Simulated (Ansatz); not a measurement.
# CH₃LiSi (SMILES [Li][CH]=[SiH2]): single points off equilibrium

A test off equilibrium: a structure displaced at random from a GFN2-xTB minimum is computed at several levels, and each is set against CCSD(T).

Program: Ansatz 0.2.0, Gaussian basis. Level of theory: single points in def2-TZVPP. These are calculated values, not measurements.

Cores are frozen in the correlated methods. The outer core shell of Li, Na, Mg and K is correlated. B3LYP uses VWN-RPA correlation.

**1. The starting structure**

6 atoms, charge 0, spin multiplicity 1.

Atoms are counted from 1 here; the program's logs count them from 0.

Bond lengths: Li1–C2 1.930 Å, C2–Si3 1.732 Å, C2–H4 1.097 Å, Si3–H5 1.454 Å, Si3–H6 1.453 Å. Angles: Li1–C2–Si3 138.5°, Li1–C2–H4 108.5°, Si3–C2–H4 112.9°, C2–Si3–H5 118.5°, C2–Si3–H6 135.2°, H5–Si3–H6 106.2°.

Coordinates:

```xyz
6
charge 0, multiplicity 1
Li   -1.8738   -1.1856   -1.3307
C    -0.5275   -0.6729   -0.0471
Si    0.6134    0.6080    0.1952
H    -0.5461   -1.3910    0.7817
H     0.7181    1.6439   -0.8198
H     1.6266    0.9120    1.1919
```

**2. CCSD(T)/def2-TZVPP**

Input file run/in.yaml:

```yaml
crystal:
  periodic: [false, false, false]
  atoms:
    - {symbol: Li, position_ang: [-1.873800, -1.185600, -1.330700]}
    - {symbol: C, position_ang: [-0.527500, -0.672900, -0.047100]}
    - {symbol: Si, position_ang: [0.613400, 0.608000, 0.195200]}
    - {symbol: H, position_ang: [-0.546100, -1.391000, 0.781700]}
    - {symbol: H, position_ang: [0.718100, 1.643900, -0.819800]}
    - {symbol: H, position_ang: [1.626600, 0.912000, 1.191900]}
basis:
  gaussian: {orbitals: def2-TZVPP}
correlation: {method: ccsd_t}
output: {forces: true}
```

No record of the launch command was kept for these runs.

**3. PBE0-D4/def2-TZVPP**

Edit run/in.yaml of step 2 so:

```diff
@@ -11,3 +11,3 @@
   gaussian: {orbitals: def2-TZVPP}
-correlation: {method: ccsd_t}
-output: {forces: true}
+hamiltonian: {xc: pbe0, dispersion: d4}
+output: {forces: true, orbitals: {seedname: orbitals}}
```

**4. wB97M-V/def2-TZVPP**

Edit run/in.yaml of step 3 so:

```diff
@@ -11,3 +11,3 @@
   gaussian: {orbitals: def2-TZVPP}
-hamiltonian: {xc: pbe0, dispersion: d4}
-output: {forces: true, orbitals: {seedname: orbitals}}
+hamiltonian: {xc: {name: wB97M-V}}
+output: {forces: true}
```

**5. r2SCAN-D4/def2-TZVPP**

Edit run/in.yaml of step 4 so:

```diff
@@ -11,3 +11,3 @@
   gaussian: {orbitals: def2-TZVPP}
-hamiltonian: {xc: {name: wB97M-V}}
+hamiltonian: {xc: r2scan, dispersion: d4}
 output: {forces: true}
```

**6. PBE-D4/def2-TZVPP**

Edit run/in.yaml of step 5 so:

```diff
@@ -11,3 +11,3 @@
   gaussian: {orbitals: def2-TZVPP}
-hamiltonian: {xc: r2scan, dispersion: d4}
+hamiltonian: {xc: pbe, dispersion: d4}
 output: {forces: true}
```

**7. B3LYP-D4/def2-TZVPP**

Edit run/in.yaml of step 6 so:

```diff
@@ -11,3 +11,3 @@
   gaussian: {orbitals: def2-TZVPP}
-hamiltonian: {xc: pbe, dispersion: d4}
+hamiltonian: {xc: {name: B3LYP}, dispersion: d4}
 output: {forces: true}
```

**8. CAM-B3LYP-D4/def2-TZVPP**

Edit run/in.yaml of step 7 so:

```diff
@@ -11,3 +11,3 @@
   gaussian: {orbitals: def2-TZVPP}
-hamiltonian: {xc: {name: B3LYP}, dispersion: d4}
+hamiltonian: {xc: {name: CAM-B3LYP}, dispersion: d4}
 output: {forces: true}
```

(Steps that only read results are left out.)

Q: Predict the outcome of this session. Wanted: energy less free atoms, CCSD(T)/def2-TZVPP; RMS force component; RMS force error; HOMO and LUMO, PBE0-D4; T1 diagnostic.

The runs gave:

| quantity | value |
| --- | --- |
| energy less free atoms, CCSD(T)/def2-TZVPP | -400.0 kcal/mol |
| RMS force component | 0.376 to 0.548 eV/Å over the methods |
| RMS force error | PBE0-D4 0.172, wB97M-V 0.229, r2SCAN-D4 0.137, PBE-D4 0.137, B3LYP-D4 0.115, CAM-B3LYP-D4 0.241 eV/Å |
| HOMO and LUMO, PBE0-D4 | -5.12 and -1.10 eV |
| T1 diagnostic | 0.016 |

Against CCSD(T) the functionals' energies less atoms differ by -13.7 to -6.2 kcal/mol, PBE-D4 by -13.7 kcal/mol. CCSD(T) in triple zeta still lacks some correlation energy of the bonds, so part of these gaps is its own basis error and they don't rank the functionals. The forces of B3LYP-D4 come nearest to CCSD(T), those of CAM-B3LYP-D4 are farthest. Frozen-core CCSD(T) forces in triple zeta carry basis errors of their own, and this is one geometry, so small gaps rank nothing. The restricted Hartree–Fock reference is unstable towards an unrestricted one at one or more of these structures.
